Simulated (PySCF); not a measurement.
Gas-phase reaction: 2 CH3Cl + C3H4 (allene) = CH2Cl2 + C4H8 (isobutene)

Computed with PySCF and rigid-rotor harmonic-oscillator thermochemistry at 1 bar. The comparison is the NASA 1993 polynomial table, which mixes measured and estimated data. † marks an energy on the PBE0/def2-TZVP geometry and frequencies; other levels use their own. CCSD(T) freezes the core. 6-31G* has spherical d functions here. All species are closed-shell singlets. CCSD(T) isn't extrapolated to the basis-set limit.

Levels: a) HF/6-31G*; b) CCSD(T)/def2-SVP†; c) BLYP/def2-TZVP†.

Task: Order the levels by the distance of their ΔH°(298 K) from the table for this reaction, closest first.

Result: b (-7 kJ), a (+25 kJ), c (+51 kJ)

The table gives -139 kJ. The order holds for this reaction alone, and for the 1993 entries, some of which have been revised since.
